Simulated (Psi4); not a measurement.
Reaction (SMILES): N (NH3) + H+ → [NH4+]
B3LYP-D3(BJ)/def2-TZVP geometries, fixed; electronic energies without zero-point terms; positive where energy is released.
Largest species:
```xyz
5

N      0.0000     0.0000     0.0000
H      0.0143     0.9619    -0.3540
H      0.8334    -0.4977    -0.3293
H     -0.8403    -0.4774    -0.3416
H     -0.0074     0.0132     1.0249
```
Charge +1, spin multiplicity 1.

Effect of the grid (radial, spherical points) at B3LYP/def2-TZVP with Psi4, against the last row, where the proton affinity is 212.22 kcal/mol. Cost is core time over that of grid: 35, 110, rough, on shared machines of one kind.

| setting | grid points, largest species | largest shift of a total energy (mEh) | shift of the proton affinity (kcal/mol) | cost |
|---|---|---|---|---|
| grid: 35, 110 | 18975 | 0.060 | 0.052 | 1× |
| grid: 50, 194 | 47621 | -0.006 | 0.007 | 1× |
| grid: 75, 302 | 109620 | 0.000 | 0.000 | 2× |
| grid: 99, 590 | 280947 | 0.000 | 0.000 | 2× |
| grid: 150, 974 | 700380 | 0.000 | 0.000 | 5× |

Within 0.02 kcal/mol in the proton affinity: grid: 50, 194; grid: 75, 302; grid: 99, 590. The largest shift is 0.060 mEh in a total energy and 0.052 kcal/mol in the difference.
